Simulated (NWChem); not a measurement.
# One shape, several levels: SF4 (sulfur tetrafluoride)

We compute a comparison of 5 runs (B2PLYP/6-311+G**, BHLYP/6-311+G**, CAM-B3LYP/6-311+G**, M06-2X/6-311+G**, wB97X/6-311+G**) of SF4 (sulfur tetrafluoride). 

Program for the calculation: NWChem 7.3.0.

**1. The system as given**

SF4 has 5 atoms, charge 0, and is taken as a singlet. SMILES: `FS(F)(F)F`. The coordinates come from a PBE0-D4/def2-TZVP relaxation.

Bond lengths: F1–S2 1.553 Å, S2–F3 1.649 Å, S2–F4 1.649 Å, S2–F5 1.553 Å. Angles: F1–S2–F3 87.6°, F1–S2–F4 87.6°, F1–S2–F5 101.3°, F3–S2–F4 172.5°, F3–S2–F5 87.6°, F4–S2–F5 87.6°.

**2. A single-point energy at B2PLYP/6-311+G(d,p) (run 1)**

The input, test.nw:

```
start test
title "F4S B2PLYP"
memory 2200 mb
geometry units angstrom noautosym nocenter noautoz
  F       -0.561200      -0.228000       1.172800
  S        0.064000      -0.357400      -0.243000
  F        1.536700      -0.462000       0.491400
  F       -1.440100      -0.077300      -0.858200
  F        0.400600       1.124600      -0.563100
end
basis spherical bse
  * library 6-311+G**
end
dft
  xc hfexch 0.53 becke88 0.47 lyp 0.73 mp2 0.27
  dftmp2 semidirect
  grid fine
  convergence energy 1e-08
  maxiter 100
  mulliken
  print medium
end
mp2
  freeze core 9
end
task dft energy
```

On the command line:

```console
$ nwchem test.nw > test.out
```

Output:

```text
[...]
          Wavefunction type:  closed shell.
          No. of atoms     :     5
          No. of electrons :    52
[...]
          Charge           :     0
          Spin multiplicity:     1
[...]
          AO basis - number of functions:   118
[...]
              XC Information
              --------------
                     Hartree-Fock (Exact) Exchange  0.530
                    Becke 1988 Exchange Functional  0.470
              Lee-Yang-Parr Correlation Functional  0.730
[...]
 d= 0,ls=0.0,diis     1   -796.6676513711 -1.10D+03  1.63D-02  2.26D+00     1.3
[...]
 d= 0,ls=0.0,diis    11   -796.8701538880 -5.62D-10  8.16D-08  5.07D-10    11.5
         Total DFT energy =     -796.870153888004
      One electron energy =    -1699.153974236071
           Coulomb energy =      670.521640569976
    Exchange-Corr. energy =      -66.956880799362
 Nuclear repulsion energy =      298.719060577453
[...]
      Total Density - Mulliken Population Analysis
     ---------------------------------------------
    Atom       Charge   Shell Charges
 -----------   ------   -------------------------------------------------------
    1 F    9     9.21   1.08  0.92  1.16  1.10  2.38  0.91  1.72 -0.08  0.02  0.01
    2 S   16    15.11   0.78  1.19  0.95  1.04  1.21  0.75  1.84  4.04  0.84  1.64  0.31  0.06  0.02  0.45
    3 F    9     9.23   1.08  0.92  1.16  1.08  2.37  0.94  1.83 -0.18  0.03  0.00
    4 F    9     9.23   1.08  0.92  1.16  1.08  2.37  0.94  1.83 -0.18  0.03  0.00
    5 F    9     9.21   1.08  0.92  1.16  1.10  2.38  0.91  1.72 -0.08  0.02  0.01
[...]
  Basis functions       =    118
[...]
```

It took 14 s on 1 thread of AMD EPYC 9R45 (Zen 5), shared host; peak memory 0.51 GiB.

**3. Energy and gradient at BHLYP/6-311+G(d,p) (run 2)**

The input, run.py:

```python
from ase import Atoms
from ase.calculators.nwchem import NWChem

atoms = Atoms('FSFFF', positions=[
    [-0.561200, -0.228000, 1.172800],
    [0.064000, -0.357400, -0.243000],
    [1.536700, -0.462000, 0.491400],
    [-1.440100, -0.077300, -0.858200],
    [0.400600, 1.124600, -0.563100],
])

calc = NWChem(
    label='mymol',
    theory='dft',
    memory='2200 mb',
    basis='6-311+G**',
    basispar='spherical bse',
    dft={'xc': 'bhlyp', 'mult': '1', 'grid': 'fine', 'convergence': 'energy 1e-08', 'iterations': '100', 'mulliken': None},
)
atoms.calc = calc

forces = atoms.get_forces()
print("Total energy (eV):", round(atoms.get_potential_energy(), 6))
print("forces (eV/A):")
for s, f in zip(atoms.symbols, forces):
    print(f"{s:2s} {f[0]:10.5f} {f[1]:10.5f} {f[2]:10.5f}")
print("dipole (e A):", atoms.get_dipole_moment().round(4))
```

On the command line:

```console
$ export ASE_NWCHEM_COMMAND="nwchem PREFIX.nwi > PREFIX.nwo"
$ python run.py
```

Output:

```text
Total energy (eV): -21699.256231
forces (eV/A):
F    -0.12794    0.01743    0.28786
S     0.08742   -0.49273   -0.33573
F     0.41354    0.03291    0.25516
F    -0.44511    0.14352   -0.13437
F     0.07209    0.29887   -0.07287
dipole (e A): [ 0.0319 -0.1781 -0.121 ]
```

The calculator wrote mymol.nwi:

```
title "mymol"

permanent_dir mymol

scratch_dir mymol

start mymol

geometry units angstrom nocenter noautosym noautoz
  F  -5.6120000000000003e-01 -2.2800000000000001e-01 1.1728000000000001e+00
  S  6.4000000000000001e-02 -3.5740000000000000e-01 -2.4299999999999999e-01
  F  1.5367000000000000e+00 -4.6200000000000002e-01 4.9140000000000000e-01
  F  -1.4400999999999999e+00 -7.7299999999999994e-02 -8.5819999999999996e-01
  F  4.0060000000000001e-01 1.1246000000000000e+00 -5.6310000000000004e-01
end

memory 2200 mb

basis spherical bse noprint
   * library 6-311+G**
end

dft
  xc bhlyp
  mult 1
  grid fine
  convergence energy 1e-08
  iterations 100
  mulliken
end

task dft gradient
```

mymol.nwo, shortened:

```text
[...]
         Total DFT energy =     -797.432964692216
[...]
  wavefunction    = closed shell
                         DFT ENERGY GRADIENTS
    atom               coordinates                        gradient
                 x          y          z           x          y          z
   1 F      -1.060514  -0.430858   2.216271    0.002488  -0.000339  -0.005598
   2 S       0.120942  -0.675388  -0.459203   -0.001700   0.009582   0.006529
   3 F       2.903942  -0.873053   0.928611   -0.008042  -0.000640  -0.004962
   4 F      -2.721394  -0.146076  -1.621763    0.008656  -0.002791   0.002613
   5 F       0.757024   2.125186  -1.064105   -0.001402  -0.005812   0.001417
[...]
```

Wall time 14 s (1 thread of AMD EPYC 9R45 (Zen 5), shared host); peak memory 0.13 GiB.

Runs 3 to 4 aren't shown in full; the table further down has their settings and results.

**4. Energy and forces at wB97X/6-311+G(d,p) (run 5)**

The input, test.nw:

```
start test
title "F4S"
memory 2200 mb

geometry noautosym nocenter noautoz
F     -0.561200    -0.228000     1.172800
S      0.064000    -0.357400    -0.243000
F      1.536700    -0.462000     0.491400
F     -1.440100    -0.077300    -0.858200
F      0.400600     1.124600    -0.563100
end

basis spherical bse
F library 6-311+G**
S library 6-311+G**
end

dft
xc wb97x
grid fine
convergence energy 1e-08
maxiter 100
mulliken
print medium
end

task dft gradient
```

On the command line:

```console
$ nwchem test.nw > test.out
```

Output:

```text
[...]
          Wavefunction type:  closed shell.
          No. of atoms     :     5
          No. of electrons :    52
[...]
          Charge           :     0
          Spin multiplicity:     1
[...]
          AO basis - number of functions:   118
[...]
              XC Information
              --------------
                       wb97x  Method XC Functional
                     Hartree-Fock (Exact) Exchange  1.000
                         wb97x Exchange Functional  1.000
                      wb97x Correlation Functional  1.000
[...]
 d= 0,ls=0.0,diis     1   -797.2702486655 -1.10D+03  1.61D-02  3.03D+00     4.8
[...]
 d= 0,ls=0.0,diis    11   -797.5068663116 -2.24D-09  2.37D-07  6.03D-10    52.6
         Total DFT energy =     -797.506866311649
      One electron energy =    -1699.266691125308
           Coulomb energy =      670.590208227074
    Exchange-Corr. energy =      -67.549443990868
 Nuclear repulsion energy =      298.719060577453
[...]
      Total Density - Mulliken Population Analysis
     ---------------------------------------------
    Atom       Charge   Shell Charges
 -----------   ------   -------------------------------------------------------
    1 F    9     9.18   1.08  0.92  1.17  1.10  2.36  0.89  1.69 -0.06  0.03  0.01
    2 S   16    15.19   0.78  1.19  0.94  1.04  1.21  0.79  1.85  4.03  0.87  1.70  0.25  0.06  0.02  0.46
    3 F    9     9.22   1.08  0.92  1.17  1.09  2.34  0.92  1.80 -0.14  0.05  0.00
    4 F    9     9.22   1.08  0.92  1.17  1.09  2.34  0.92  1.80 -0.14  0.05  0.00
    5 F    9     9.18   1.08  0.92  1.17  1.10  2.36  0.89  1.69 -0.06  0.03  0.01
[...]
  wavefunction    = closed shell
[...]
                         DFT ENERGY GRADIENTS
    atom               coordinates                        gradient
                 x          y          z           x          y          z
   1 F      -1.060514  -0.430858   2.216271    0.008604  -0.001232  -0.019342
   2 S       0.120942  -0.675388  -0.459203   -0.004116   0.023079   0.015705
   3 F       2.903942  -0.873053   0.928611   -0.016101   0.001218  -0.007978
   4 F      -2.721394  -0.146076  -1.621763    0.016415  -0.002976   0.006768
   5 F       0.757024   2.125186  -1.064105   -0.004802  -0.020088   0.004848
[...]
```

It took 74 s on 1 thread of AMD EPYC 9R45 (Zen 5), shared host; peak memory 0.13 GiB.

**5. All runs side by side**

| run | level | task | frozen core orbitals | energy (Eh) | dipole moment (D) | HOMO energy (eV) | LUMO energy (eV) | wall time |
| --- | --- | --- | --- | --- | --- | --- | --- | --- |
| 1 | B2PLYP/6-311+G** | energy | 9 | -797.195718 | 1.04 | -11.77 | -1.04 | 14 s |
| 2 | BHLYP/6-311+G** | gradient | – | -797.432965 | 1.05 | -11.83 | -1.40 | 14 s |
| 3 | CAM-B3LYP/6-311+G** | gradient | – | -797.528035 | 0.98 | -11.73 | -1.31 | 72 s |
| 4 | M06-2X/6-311+G** | gradient | – | -797.445135 | 1.01 | -11.78 | -1.45 | 17 s |
| 5 | wB97X/6-311+G** | gradient | – | -797.506866 | 0.94 | -12.66 | -0.12 | 74 s |

**6. What came out**

| quantity | value |
| --- | --- |
| run 5: total energy | -797.50687 Eh |
| run 5: dipole moment | 0.94 D |
| run 5: HOMO energy | -12.66 eV |
| run 5: LUMO energy | -0.12 eV |
| run 5: HOMO–LUMO gap | 12.53 eV |
| run 5: largest force on an atom | 1.451 eV/Å |

What this shows: The dipole moment (its size) runs from 0.94 D (wB97X/6-311+G**) to 1.05 D (BHLYP/6-311+G**). The HOMO–LUMO gap runs from 10.32 eV (M06-2X/6-311+G**) to 12.53 eV (wB97X/6-311+G**). Totals of different functionals can't be ranked against each other. All runs together took 3.2 min, the longest 74 s.
